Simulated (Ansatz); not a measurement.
# AlN₂ (sextet): the correlation ladder, cc-pVTZ

Aim: climb from Hartree-Fock through coupled cluster and multireference methods for AlN₂ (sextet) at one geometry and basis, and see what each rung misses.

The runs use Ansatz 0.2.0, Gaussian basis; cc-pVTZ, core rule «outside noble gas», up to 7 orbitals frozen.

To be run: UHF; CCSD(T) on ROHF; CCSD(T) on UHF; BCCD(T) on ROHF; CCSDT(Q) on ROHF; CCSDT(Q) on UHF; CASSCF and NEVPT2, 13 electrons in 12 orbitals.

14 further runs of the same task are left out: 14 set aside as unsound or not needed.

## 1. What is computed

The geometry is a PBE0/def2-TZVP stationary point (not a proven minimum) of the parent state, kept for this charge and spin.

3 atoms, charge 0, spin multiplicity 6.

Atoms are counted from 1 here; the program's logs count them from 0.

Bond lengths: N1–Al2 1.795 Å, Al2–N3 1.795 Å. Angles: N1–Al2–N3 180.0°.

## 2. UHF

Input file in.yaml:

```yaml
crystal:
  periodic: [false, false, false]
  atoms:
    - {symbol: N, position_ang: [0.000000, 0.000000, 1.795300]}
    - {symbol: Al, position_ang: [0.000000, 0.000000, 0.000000]}
    - {symbol: N, position_ang: [0.000000, 0.000000, -1.795300]}
basis:
  gaussian: {orbitals: cc-pVTZ}
magnetization: {spin_polarized: true, initial_magnetization: 5}
hamiltonian: {xc: hf}
output: {orbitals: {seedname: orbitals}}
```

The run is started by

```bash
$ ansatz run in.yaml --threads 1 --pin off --events-out ev --progress --plain --max-ram 4096MiB --backend cpu
```

After this run come: CCSD(T) on ROHF; CCSD(T) on UHF; BCCD(T) on ROHF; CCSDT(Q) on ROHF; CCSDT(Q) on UHF; CASSCF and NEVPT2, 13 electrons in 12 orbitals.

Before running them: what should the planned runs give, taken together? Wanted: UCCSDT(Q) from the RHF energy; RMP2 from UCCSDT(Q); UMP2 from UCCSDT(Q); RCCSD from UCCSDT(Q); RCCSD(T) from UCCSDT(Q); UCCSD(T) from UCCSDT(Q); RCCSDT(Q) from UCCSDT(Q); NEVPT2 valence from UCCSDT(Q); T1 diagnostic.

The runs gave:

| quantity | value |
| --- | --- |
| UCCSDT(Q) from the ROHF energy | -10.0885 eV |
| RMP2 from UCCSDT(Q) | +1409.4 meV |
| UMP2 from UCCSDT(Q) | +1459.1 meV |
| RCCSD from UCCSDT(Q) | +435.6 meV |
| RCCSD(T) from UCCSDT(Q) | +69.4 meV |
| UCCSD(T) from UCCSDT(Q) | +67.9 meV |
| RCCSDT(Q) from UCCSDT(Q) | +5.8 meV |
| NEVPT2 valence from UCCSDT(Q) | +1476.6 meV |
| levels within 1 kcal/mol (43 meV) | RCCSDT, UCCSDT, RCCSDT(Q) |
| T1 diagnostic | 0.024 |
| effectively unpaired electrons | 5.01 |

**Reading.** RCCSD(T) lands +69.4 meV from the yardstick (0.7 % of the correlation energy). One determinant dominates. These misses are within one basis, not against nature; the frozen cores of restricted and unrestricted runs differ, which can shift their rows.
